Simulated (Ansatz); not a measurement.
Cost and result for the atomization energy of `COC1=C(F)C1` (11 atoms, 11 bonds).

Cartesian coordinates in Å:
```
C 0.6743 -0.5292 -1.6153
O 0.7215 0.6700 -0.8528
C -0.0070 0.6505 0.2495
C -0.6065 1.2214 1.2269
F -0.9602 2.3038 1.8798
C -0.5484 -0.2553 1.3491
H 1.4349 -0.4310 -2.3871
H -0.3076 -0.6524 -2.0804
H 0.8928 -1.3969 -0.9880
H -1.4403 -0.8600 1.1605
H 0.1465 -0.7209 2.0577
```

The species carries charge 0 and has multiplicity 1. Geometry: relaxed with PBE0-D4/def2-TZVP. It is one conformer, not always the lowest. Program: Ansatz. All runs use 4 threads of an Arm Neoverse V1 on a shared host. Times are those of one run each, without the atoms' runs, and a repeat can differ threefold. Electronic energies, without spin–orbit coupling; frozen cores. CCSD(T)/CBS adds CCSD(T) − MP2 in def2-TZVPP to the MP2 limit, and its time is that of the two runs behind it. T1 = 0.012. B3LYP takes the VWN-RPA correlation (the form of Gaussian; ORCA's B3LYP/G).

CCSD(T)/CBS is a level of theory with its own doubt, some kJ/mol a heavy atom from the limit and from the frozen cores, so smaller differences don't rank the functionals.

```
                             level  functions  wall time
   PBE-D4/def2-TZVPP (with forces)        256      2.3 s
                PBE0-D4/def2-TZVPP        256      2.5 s
 B3LYP-D4/def2-TZVPP (with forces)        256        4 s
r2SCAN-D4/def2-TZVPP (with forces)        256      4.3 s
                 B2PLYP/def2-TZVPP        256      5.5 s
                ωB97X-V/def2-TZVPP        256        7 s
  ωB97M-V/def2-TZVPP (with forces)        256      9.5 s
                    MP2/def2-QZVPP        492       22 s
                CCSD(T)/def2-TZVPP        256    3.2 min
                 CCSD(T)/CBS(def2)          –    3.6 min
```

Q: What atomization energy does each give, and how far from CCSD(T)/CBS? (An estimate is asked.)

A: Computed: 
```csv
level,atomization (kJ/mol),difference from CCSD(T)/CBS,per bond
PBE-D4/def2-TZVPP (with forces),4669.8,211.4,19.2
PBE0-D4/def2-TZVPP,4533.2,74.8,6.8
B3LYP-D4/def2-TZVPP (with forces),4471.1,12.7,1.2
r2SCAN-D4/def2-TZVPP (with forces),4503.1,44.7,4.1
B2PLYP/def2-TZVPP,4429.9,-28.5,-2.6
ωB97X-V/def2-TZVPP,4482.7,24.3,2.2
ωB97M-V/def2-TZVPP (with forces),4487.4,29.0,2.6
MP2/def2-QZVPP,4544.2,85.8,7.8
CCSD(T)/def2-TZVPP,4340.9,-117.5,-10.7
CCSD(T)/CBS(def2),4458.4,0.0,0.0
```

From PBE to PBE0 (25 % exact exchange), in def2-TZVPP and without D4, the atomization energy moves by −133.6 kJ/mol: exact exchange takes away binding that semilocal exchange gives to molecules. In def2-TZVPP, CCSD(T) changes the Hartree–Fock value by +1240.4 kJ/mol (the triples alone add +89.7 kJ/mol) and MP2 by +1374.3 kJ/mol; breaking electron pairs costs correlation energy, which Hartree–Fock lacks. The D4 term adds +29.3 kJ/mol with B3LYP and +15.4 kJ/mol with PBE0; it sums over pairs of atoms, weighted by their polarisabilities, and B3LYP, whose exchange is more repulsive, gets the larger term.
